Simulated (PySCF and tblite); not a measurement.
Results of a calculation; reference values are marked as such.
C4H7N, numbered as in [CH3:1][CH2:2][CH2:3][C:4]#[N:5].

Conformers came from 90 starts (ETKDG and KDG, MMFF94s, GFN2-xTB); geometries are PBE0-D3(BJ)/def2-SVP. Energies: PBE0-D3(BJ)/def2-TZVP, with GFN2-xTB thermal terms (modes under about 100 cm⁻¹ blended into free rotors). Symmetry numbers and mirror images are counted. Conformers within 4 kcal/mol (GFN2-xTB free energy) were kept, 7 at most. Couplings: B3LYP/pcSseg-1 with pcJ-1 on H (gas phase; spin-dipole term only for pairs with B, N, F, Si or P). Couplings are for ¹H; a prime marks the second kind of pair between the same two sets of atoms. Codes: tblite and PySCF.

Torsions listed: C1–C2–C3–C4. Of a mirror pair one member is shown.

```
conformer  shape  weight %
        1   -62°      73.0
        2   180°      27.0
```

(1) Give the couplings in each conformer and the averages at 298.15 K (pairs that fast motion interchanges averaged).

## Answers

(1) 
| coupling | pairs | 1 | 2 | average (Hz) |
| --- | --- | --- | --- | --- |
| ²J(H1,H1) | 3 | -14.5 | -14.4 | -14.5 |
| ³J(H1,H2) | 6 | 8.2 | 8.2 | 8.2 |
| ²J(H2,H2) | 1 | -15.3 | -15.3 | -15.3 |
| ³J(H2,H3) | 2 | 10.0 | 4.5 | 8.5 |
| ³J(H2,H3′) | 2 | 3.8 | 15.4 | 6.9 |
| ²J(H3,H3) | 1 | -19.2 | -19.1 | -19.1 |
